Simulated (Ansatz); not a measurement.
Reaction (homolysis of the C–H bond): CH₃NH₂ → `[CH2]N`• + H•

Program: Ansatz. Geometries: PBE0-D4/def2-TZVP. ΔE: electronic, gas phase. CCSD(T)/CBS is the MP2 limit (def2-TZVPP, def2-QZVPP) plus CCSD(T) − MP2 in def2-TZVPP, frozen cores. This one scheme is used for every species, atoms too. Functionals use def2-TZVPP. B3LYP here is the variant with VWN-RPA as its local correlation; programs differ in this. HSE06 is defined as in plane-wave codes. Open shells (•) are unrestricted, without spin–orbit coupling.

CH₃NH₂:

Cartesian coordinates in Å:
```
C 0.354 0.387 -0.218
N -0.782 -0.399 0.230
H 1.342 -0.043 0.004
H 0.312 1.378 0.241
H 0.290 0.533 -1.298
H -0.748 -0.538 1.232
H -0.768 -1.319 -0.191
```

`[CH2]N`•:

Cartesian coordinates in Å:
```
C -0.297 -0.473 0.380
N 0.280 0.466 -0.460
H 0.133 -1.466 0.372
H -1.355 -0.368 0.576
H -0.047 1.412 -0.343
H 1.285 0.430 -0.525
```

```csv
level,ΔE (kJ/mol),difference from CCSD(T)/CBS
r2SCAN-D4,395.4,-26.2
r2SCANh-D4,396.1,-25.5
CAM-B3LYP-D4,407.2,-14.4
PBE-QIDH,407.9,-13.7
PBE,395.9,-25.7
BLYP,395.7,-25.9
PBE0,399.3,-22.3
B3LYP,404.4,-17.2
HSE06,399.6,-22.0
LC-ωPBE,398.6,-23.0
HF/def2-SVP,323.0,-98.6
CCSD(T)/def2-SVP,405.7,-15.9
HF/def2-TZVPP,322.0,-99.6
CCSD/def2-TZVPP,413.7,-7.9
MP2/def2-QZVPP,416.2,-5.4
CCSD/CBS(def2),419.8,-1.8
CCSD(T)/CBS,421.6,0
```

Largest T1 diagnostic among the species: 0.016.

From BLYP to BHLYP (50 % exact exchange), in def2-TZVPP and without D4, ΔE moves by +8.3 kJ/mol. Leaving LDA and LC-ωPBE aside and taking each functional with its dispersion term where it has one, the values, not all of them listed here, spread over 19.7 kJ/mol, from revPBE-D4 to ωB97M-V. LDA lies +40.6 kJ/mol from PBE without D4, its usual overbinding.
